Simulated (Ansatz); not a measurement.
Relaxed structures of SiH$_{3}$SO, doublet (PBE0-D4/def2-TZVP; forces vanish, vibrations not checked; lower isomers may exist, and structures with a doubtful reference or unclear bonds are left out; Å). Program: Ansatz 0.2.0. Basis: def2-TZVPP. Cores are frozen in the correlated methods; orbitals are unrestricted.

**Question.** Rank them by CCSD(T) energy, lowest first, and give each one's height above the lowest. Links in brackets join atoms within 1.22 times the sum of their covalent radii (1.1 for two metals). (To be estimated.)
A.
SiH₃SO ([O][SH][SiH2])
```
6
angstrom
O 0.3741 -2.0364 1.2787
S 1.1864 -1.3469 0.2308
Si -0.0132 0.4402 -0.3325
H -1.0902 -0.0701 -1.2248
H 2.1083 -0.5323 0.8555
H -0.6001 0.9430 0.9409
```
B.
SiH₃SO ([OH][S][SiH2])
```
6
angstrom
O 0.2274 -2.1454 1.0729
S 1.2102 -0.9172 0.5108
Si -0.2318 0.4320 -0.2823
H -1.0694 -0.2048 -1.3415
H 0.6168 1.5199 -0.8480
H 0.0756 -1.9794 2.0099
```
C.
SiH₃SO ([O][S][SiH3])
```
6
angstrom
O 0.3659 -1.9920 1.1645
S 1.2476 -0.9692 0.4807
Si -0.1877 0.5106 -0.2909
H -1.1013 -0.1791 -1.2321
H 0.6095 1.5564 -0.9811
H -0.9341 1.0733 0.8589
```

**Answer.** The calculation gives: C (0.000 eV), B (0.353 eV), A (1.450 eV). Heights count from the lowest.

The T1 diagnostic stays at or below 0.030. ⟨S²⟩ of the unrestricted Hartree–Fock references: 0.76 to 0.78 (a pure state has 0.75).

For scale, one of the runs: CCSD(T)/def2-TZVPP, 157 basis functions, launched by `ansatz run in.yaml --threads 2 --pin off --events-out ev --progress --plain --max-ram 4352MiB`. Hardware: 2 CPU threads of an Arm Neoverse V2, shared host. Wall time 55 s; peak host memory 2.4 GiB.
